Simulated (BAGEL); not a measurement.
**One shape, several levels: singlet CF+**

Wanted: a comparison of 6 runs (HF/STO-3G, HF/6-31G*, PBE0/cc-pVTZ, CASPT2(10,8)/6-31G*, NEVPT2(10,8)/cc-pVTZ, FCI/STO-3G) of singlet CF+. 

The results are computed with BAGEL 1.2.2.

1 further run of the same task is left out (set aside as unsound or not needed).

## 1. Starting point

CF+ has 2 atoms, charge +1, and is taken as a singlet. SMILES of the parent species: `[C]F`. Geometry: relaxed at PBE0-D4/def2-TZVP. That shape belongs to the parent species and isn't relaxed for this state.

Bond lengths: C1–F2 1.268 Å.

## 2. The energy at HF/STO-3G (density fitting with cc-pvqz-jkfit) (run 1)

calc.json reads:

```json
{ "bagel": [

{
  "title": "molecule",
  "basis": "sto-3g",
  "df_basis": "cc-pvqz-jkfit",
  "angstrom": "true",
  "geometry": [
    { "atom": "C", "xyz": [       0.000000,       0.000000,       0.003080 ] },
    { "atom": "F", "xyz": [       0.000000,       0.000000,       1.271320 ] }
  ]
},

{ "title": "hf", "charge": 1 },

{ "title": "print", "file": "orbitals.molden", "orbitals": "true" }

]}
```

The run is started by

```
BAGEL_NUM_THREADS=1 BAGEL calc.json > calc.out
```

The log of the run:

```text
* using 1 threads per process

  ===============================================================
  ===============================================================

  *** Geometry ***

  { "atom" : "C", "xyz" : [      0.000000,      0.000000,      0.005820 ] },
  { "atom" : "F", "xyz" : [      0.000000,      0.000000,      2.402447 ] },

  Number of auxiliary basis functions:      212

  Since a DF basis is specified, we compute 2- and 3-index integrals:
    o Being stored without compression. Storage requirement is 0.000 GB

  Number of basis functions:       10
  Number of electrons      :       15

    * METHOD: MOLECULE                             0.02

  *** RHF ***

  === Nuclear Repulsion ===
    22.5316733238

      * DIIS with orbital gradients will be used.

  === RHF iteration (sto-3g) ===
      0       -134.99702733          0.03842101           0.00
      1       -135.01699189          0.03137250           0.00
      2       -135.03333057          0.00199132           0.00
      3       -135.03356295          0.00071071           0.00
      4       -135.03359647          0.00013411           0.00
      5       -135.03359749          0.00000608           0.00
      6       -135.03359750          0.00000050           0.00
      7       -135.03359750          0.00000008           0.00
      8       -135.03359750          0.00000000           0.00
    * SCF iteration converged.

    * Permanent dipole moment:
           (   -0.000000,    -0.000000,     0.611620) a.u.

    * METHOD: HF                                   0.03

    * METHOD: PRINT                                0.00

  ===============================================================
```

Run time: 0.18 s. Hardware: 1 thread of Arm Neoverse V1, shared host.

## 3. A single-point energy at HF/6-31G(d) (density fitting with cc-pvqz-jkfit, spherical functions) (run 2)

input.json reads:

```json
{ "bagel": [

{
  "title": "molecule",
  "basis": "6-31gs.json",
  "df_basis": "cc-pvqz-jkfit",
  "angstrom": true,
  "geometry": [
    { "atom": "C", "xyz": [    0.000000,    0.000000,    0.003080 ] },
    { "atom": "F", "xyz": [    0.000000,    0.000000,    1.271320 ] }
  ]
},
{ "title": "hf", "charge": 1 },
{ "title": "print", "file": "orbitals.molden", "orbitals": true }

]}
```

The basis set 6-31G* is read from a file made from the Basis Set Exchange's data (not shown).

The run is started by

```
BAGEL_NUM_THREADS=1 BAGEL input.json > input.out
```

The log of the run:

```text
* using 1 threads per process

  ===============================================================
  ===============================================================

  *** Geometry ***

  { "atom" : "C", "xyz" : [      0.000000,      0.000000,      0.005820 ] },
  { "atom" : "F", "xyz" : [      0.000000,      0.000000,      2.402447 ] },

  Number of auxiliary basis functions:      212

  Since a DF basis is specified, we compute 2- and 3-index integrals:
    o Being stored without compression. Storage requirement is 0.001 GB

  Number of basis functions:       28
  Number of electrons      :       15

    * METHOD: MOLECULE                             0.03

  *** RHF ***

  === Nuclear Repulsion ===
    22.5316733238

      * DIIS with orbital gradients will be used.

  === RHF iteration (6-31gs.json) ===
      0       -136.70984931          0.04479863           0.00
      1       -136.75769933          0.03911089           0.00
      2       -136.82246163          0.00285310           0.00
      3       -136.82336380          0.00093648           0.00
      4       -136.82351470          0.00026300           0.00
      5       -136.82352530          0.00004581           0.00
      6       -136.82352552          0.00000458           0.00
      7       -136.82352552          0.00000038           0.00
      8       -136.82352552          0.00000010           0.00
      9       -136.82352552          0.00000002           0.00
     10       -136.82352552          0.00000000           0.00
    * SCF iteration converged.

    * Permanent dipole moment:
           (   -0.000000,    -0.000000,     0.852105) a.u.

    * METHOD: HF                                   0.05

    * METHOD: PRINT                                0.00

  ===============================================================
```

Run time: 0.22 s. Hardware: 1 thread of Arm Neoverse V1, shared host.

Runs 3 to 4 aren't shown in full; the table further down has their settings and results.

## 4. The energy at NEVPT2(10,8)/cc-pVTZ (density fitting with cc-pvqz-jkfit) (run 5)

job.json reads:

```json
{ "bagel" : [

{
  "title" : "molecule",
  "basis" : "cc-pvtz.json",
  "df_basis" : "cc-pvqz-jkfit",
  "angstrom" : "true",
  "geometry" : [
    { "atom" : "C", "xyz" : [    0.000000,    0.000000,    0.003080 ] },
    { "atom" : "F", "xyz" : [    0.000000,    0.000000,    1.271320 ] }
  ]
},
{
  "title" : "hf",
  "charge" : 1
},
{
  "title" : "casscf",
  "nstate" : 1,
  "nact" : 8,
  "nclosed" : 2,
  "charge" : 1,
  "maxiter" : 200,
  "natocc" : "true"
},
{
  "title" : "nevpt2",
  "nstate" : 1,
  "nact" : 8,
  "nclosed" : 2,
  "charge" : 1,
  "maxiter" : 200,
  "natocc" : "true",
  "ncore" : 2
},
{
  "title" : "print",
  "file" : "orbitals.molden",
  "orbitals" : "true"
}

]}
```

The basis set cc-pVTZ is read from a file made from the Basis Set Exchange's data (not shown).

The run is started by

```
BAGEL_NUM_THREADS=1 BAGEL job.json > job.out
```

The log of the run:

```text
* using 1 threads per process

  ===============================================================
  ===============================================================

  *** Geometry ***

  { "atom" : "C", "xyz" : [      0.000000,      0.000000,      0.005820 ] },
  { "atom" : "F", "xyz" : [      0.000000,      0.000000,      2.402447 ] },

  Number of auxiliary basis functions:      212

  Since a DF basis is specified, we compute 2- and 3-index integrals:
    o Being stored without compression. Storage requirement is 0.006 GB

  Number of basis functions:       60
  Number of electrons      :       15

    * METHOD: MOLECULE                             0.03

  *** RHF ***

  === Nuclear Repulsion ===
    22.5316733238

      * DIIS with orbital gradients will be used.

[... 6 lines left out ...]
    * SCF iteration converged.
[... 1 line left out ...]
    * Permanent dipole moment:
[... 22 lines left out ...]
    * Second-order optimization converged. *
[... 11 lines left out ...]
     * ci vector, state   0, <S^2> = -0.0000
[... 11 lines left out ...]
    * METHOD: CASSCF                               2.48

    * freezing 2 orbitals

  === DF-NEVPT2 calculation ===

    * 3-index integral transformation done
    * assembly done

      NEVPT2 correlation energy:   -0.2028505481      0.04

          (+0)      0.0000000000
          (+0)'     0.0000000000
          (+1)      0.0000000000
          (+1)'     0.0000000000
          (+2)      0.0000000000
          (-1)      0.0000000000
          (-1)'    -0.0743810051
          (-2)     -0.1284695430

      NEVPT2 total energy:       -137.2111420040

    * METHOD: NEVPT2                               8.36

    * METHOD: PRINT                                0.01

  ===============================================================
```

Wall time 11 s (1 thread of Arm Neoverse V1, shared host); peak memory 0.52 GiB.

## 5. The energy at FCI/STO-3G (density fitting with cc-pvqz-jkfit) (run 6)

calc.json reads:

```json
{ "bagel" : [

{
  "title" : "molecule",
  "basis" : "sto-3g",
  "df_basis" : "cc-pvqz-jkfit",
  "angstrom" : true,
  "geometry" : [
    { "atom" : "C", "xyz" : [    0.000000,    0.000000,    0.003080 ] },
    { "atom" : "F", "xyz" : [    0.000000,    0.000000,    1.271320 ] }
  ]
},
{
  "title" : "hf",
  "charge" : 1
},
{
  "title" : "fci",
  "nstate" : 1,
  "charge" : 1,
  "ncore" : 2
}

]}
```

The run is started by

```
BAGEL_NUM_THREADS=1 BAGEL calc.json > calc.out
```

The log of the run:

```text
* using 1 threads per process

  ===============================================================
  ===============================================================

  *** Geometry ***

  { "atom" : "C", "xyz" : [      0.000000,      0.000000,      0.005820 ] },
  { "atom" : "F", "xyz" : [      0.000000,      0.000000,      2.402447 ] },

  Number of auxiliary basis functions:      212

  Since a DF basis is specified, we compute 2- and 3-index integrals:
    o Being stored without compression. Storage requirement is 0.000 GB

  Number of basis functions:       10
  Number of electrons      :       15

    * METHOD: MOLECULE                             0.02

  *** RHF ***

  === Nuclear Repulsion ===
    22.5316733238

      * DIIS with orbital gradients will be used.

  === RHF iteration (sto-3g) ===
      0       -134.99702733          0.03842101           0.00
      1       -135.01699189          0.03137250           0.00
      2       -135.03333057          0.00199132           0.00
[... 5 lines of this table left out ...]
      8       -135.03359750          0.00000000           0.00
    * SCF iteration converged.

    * Permanent dipole moment:
           (   -0.000000,    -0.000000,     0.611620) a.u.

    * METHOD: HF                                   0.03

  ---------------------------
        FCI calculation
  ---------------------------

  Performs exactly the same way as Knowles & Handy 1984 CPL

  o alpha-beta strings
      length:           112
  o size of the space
      determinant space:  3136
      spin-adapted space: 1176

  o single displacement lists (alpha)
      length:          1120
  o single displacement lists (beta)
      length:          1120

     guess   0:   closed 11111...             open ........

  === FCI iteration ===

      0  0      -135.03359750     8.25e-03      0.00
      1  0      -135.13340843     4.92e-03      0.00
      2  0      -135.15846461     2.15e-03      0.00
[... 16 lines of this table left out ...]
     19  0      -135.16578090     1.52e-10      0.00
    ** throwing out 1 trial vectors **
     20  0 *    -135.16578090     5.52e-11      0.00

     * ci vector, state   0, <S^2> = -0.0000
       22222...    -0.9416770513
       2222.2..     0.0969462092
       2222..2.     0.0969462092
       22aa2bb.     0.0524051789
       22bb2aa.     0.0524051789
       2222...2     0.0514481130

    * METHOD: FCI                                  0.03

  ===============================================================
```

It took 0.2 s on 1 thread of Arm Neoverse V1, shared host.

## 6. All runs side by side

| run | level | iteration cap | active rule | energy (Eh) | wall time |
| --- | --- | --- | --- | --- | --- |
| 1 | HF/STO-3G (density fitting with cc-pvqz-jkfit) | – | – | -135.033598 | 0.18 s |
| 2 | HF/6-31G* (density fitting with cc-pvqz-jkfit, spherical functions) | – | – | -136.823526 | 0.22 s |
| 3 | PBE0/cc-pVTZ (density fitting with cc-pvqz-jkfit) | – | – | -137.329015 | 0.85 s |
| 4 | CASPT2(10,8)/6-31G* (density fitting with cc-pvqz-jkfit, spherical functions) | 200 | valence | -137.091279 | 2.9 s |
| 5 | NEVPT2(10,8)/cc-pVTZ (density fitting with cc-pvqz-jkfit) | 200 | valence | -137.211142 | 11 s |
| 6 | FCI/STO-3G (density fitting with cc-pvqz-jkfit) | – | – | -135.165781 | 0.2 s |

## 7. Summary of results

| quantity | value |
| --- | --- |
| run 6: total energy | -135.16578 Eh |

In words: Against full CI in this basis: HF +132.2 mEh. Over runs 1, 2, 3 the HOMO–LUMO gap runs from 8.98 eV (PBE0/cc-pVTZ) to 18.49 eV (HF/6-31G*). The two ends differ in method and basis. In runs 1, 6 the basis is minimal, so the values are rough. All runs together took 15 s, the longest 11 s.
